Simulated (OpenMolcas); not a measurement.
## Predicting a hybrid from its neighbours: C3H5N

C3H5N has 9 atoms, charge 0, and is taken as a singlet. As SMILES, `CCC#N`. Geometry: relaxed at PBE0-D4/def2-TZVP.

The HOMO–LUMO gap y, in eV, basis def2-SVPD; a is the functional's share of exact exchange. Programs: OpenMolcas 26.06.

| functional | program | a | y (eV) |
| --- | --- | --- | --- |
| r2SCAN | OpenMolcas | 0 | 8.22 |
| TPSS | OpenMolcas | 0 | 7.72 |
| B3LYP | OpenMolcas | 0.2 | 9.08 |
| PBE0 | OpenMolcas | 0.25 | ? |
| BHLYP | OpenMolcas | 0.5 | 11.40 |

Task: Fit y = c + s·a to the known rows and predict PBE0.

Result: 
1. Means of the 4 rows: a = 0.1750, y = 9.105.
2. Σ(Δa)² = 0.1675, Σ(Δa·Δy) = 1.1425, so the slope is 1.1425/0.1675 = 6.8209.
3. Intercept: 9.105 − (6.8209) × 0.1750 = 7.911. The largest residual of the fit is 0.31.
4. PBE0: 7.911 + (6.8209) × 0.25 = 9.62 eV.

The run gave 9.63 eV, so the prediction is off by -0.01 eV, within the scatter of the fit. Exact exchange lowers occupied levels and raises empty ones. The rows mix families of semi-local functionals, which the line can't see.
